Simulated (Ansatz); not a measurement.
**How far each method lies from RCCSDTQ for H₂B–B, singlet**

Geometry: a PBE0/def2-TZVP stationary point for this spin, not checked as a minimum. The triplet lies 0.3 eV lower here.

```xyz
4

B     0.0000    0.0000    0.7529
B     0.0000    0.0000   -1.0096
H     0.0000    1.0240    1.3765
H     0.0000   -1.0240    1.3765
```

Basis cc-pVDZ; Ansatz 0.2.0. Correlated methods freeze the noble-gas cores, which leaves 8 electrons in 36 orbitals. R marks a restricted (for open shells ROHF) determinant, U an unrestricted one. Active spaces: valence = (8e, 10o) chosen from the atoms' valence shells.

Full CI isn't at hand for all of this; RCCSDTQ serves as the reference, and is uncertain by about the last step of the cluster series. The frozen core follows each run's orbitals, which can shift R against U totals by a few meV.

Unrestricted rows (U) aren't spin-pure: their determinants' ⟨S²⟩ exceeds S(S+1) by up to 0.86, so they mix in states of higher spin.

The UHF ⟨S²⟩ is 0.858, the T1 diagnostic (RCCSD) is 0.0126 and the largest doubles amplitude (RCCSD) is 0.105.

**Question.** From what is known of these methods and the diagnostics, rank them by the size of their error in total energy against RCCSDTQ in cc-pVDZ, smallest first (an estimate: the text doesn't fix the numbers).
A. UCCSDT(Q)
B. RMP2
C. MRCISD (valence space)
D. BCCD(T)
E. CASSCF (valence space)

**Answer.** D (1.36 mEh), C (4.52 mEh), A (8.78 mEh), B (48.38 mEh), E (85.46 mEh).

All errors are against RCCSDTQ in cc-pVDZ. Below it: UCCSDT(Q). Within each family the higher level lies nearer, as is usual though not guaranteed.

The program itself flagged as in doubt: UCCSDT(Q).

Natural occupations of CASSCF (valence space) about the gap: 1.984 1.979 1.959 1.844 0.090 0.075 0.019 0.018 0.017 0.016; effectively unpaired electrons, Σ n²(2−n)², 0.15.
